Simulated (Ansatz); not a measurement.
A nudged elastic band was laid between two geometries of H4Si + H5NSi (12 atoms, charge 0, multiplicity 1).

Theory: RKS BLYP/def2-mTZVP (Ansatz 0.2.0).

| Quantity | Value |
| --- | --- |
| movable images | 7 |
| climbing image | yes |
| spring | 5.0 eV/Å² |
| optimiser | quadratic models (default) |
| start path | through a guess of the saddle point |
| force threshold | 0.03 eV/Å |
| iteration limit | 60 |
| end points | relaxed |

First end point:

```xyz
12
Properties=species:S:1:pos:R:3
Si -0.784 1.280 -0.077
N -0.435 0.714 1.540
H -1.207 0.473 2.160
H 0.340 0.067 1.685
H 0.490 1.785 -0.664
H -1.783 2.382 0.035
H -1.346 0.274 -1.040
Si 2.290 -3.437 1.616
H 1.306 -4.555 1.593
H 3.004 -3.367 0.310
H 3.272 -3.653 2.716
H 1.566 -2.152 1.848
```

Last end point:

```xyz
12
Properties=species:S:1:pos:R:3
Si 0.524 -0.050 -0.435
N -0.379 -0.621 2.668
H -1.397 -0.659 2.552
H -0.170 0.285 3.102
H 0.962 0.195 -1.848
H 0.806 1.202 0.328
H -0.953 -0.266 -0.472
Si 1.660 -1.911 0.474
H 0.717 -2.996 0.877
H 2.592 -2.501 -0.541
H 2.490 -1.532 1.655
H -0.141 -1.335 3.363
```

Which bonds break or form, and what moves?

Bonds broken: Si1–N2, Si8–H12. Bonds formed: Si1–Si8, N2–H12. H4Si + H5NSi becomes H3N + H6Si2.

Give the energies along the band, and the barrier.

It converged. The highest image is number 5 of 0 to 8, 2.06 eV above the first end and 1.77 eV above the last; the last end lies 0.30 eV above the first. Neighbouring images differ by up to 1.7 eV, so the band resolves the path poorly. A vibrational analysis at the climbing image gives one clearly imaginary mode, 256i cm⁻¹: a first-order saddle point. The orbitals stay closed-shell, which can raise the energy where a bond breaks towards radicals; this wasn't checked here.

```tsv
image	path coordinate (Å)	energy (eV)	Si1–N2 (Å)	Si8–H12 (Å)	Si1–Si8 (Å)
0	0.00	0.00	1.75	1.49	5.88
1	1.24	0.00	1.75	1.49	5.45
2	2.48	0.01	1.75	1.49	4.91
3	3.72	0.06	1.75	1.49	4.29
4	4.96	0.32	1.75	1.51	3.68
5	6.20	2.06	1.93	2.36	3.15
6	8.72	0.49	2.83	3.22	2.38
7	11.23	0.32	3.83	3.74	2.36
8	13.75	0.30	3.28	3.45	2.36
```

What is the geometry of the highest image?


```xyz
12
Properties=species:S:1:pos:R:3:forces:R:3
Si 0.034 0.179 0.155 0.00 0.01 0.00
N -0.110 0.060 2.081 0.00 -0.01 0.00
H -1.067 -0.145 2.412 0.00 0.00 0.00
H 0.234 0.890 2.595 0.00 0.00 0.00
H 1.388 0.579 -0.278 0.00 0.00 0.00
H -0.826 1.411 0.078 0.00 0.00 0.00
H -0.676 -0.860 -0.622 0.00 0.00 0.00
Si 1.569 -2.467 0.912 0.00 0.00 0.00
H 0.718 -3.716 0.838 0.00 0.00 0.00
H 2.209 -2.422 -0.459 0.00 0.00 0.00
H 2.720 -2.892 1.799 0.00 0.00 0.00
H 0.517 -0.805 2.213 -0.01 0.01 0.00
```

Time of the run: 3.3 min on 2 threads of Intel(R) Xeon(R) 6975P-C (Granite Rapids), with other jobs on the host, peak memory 0.14 GiB.
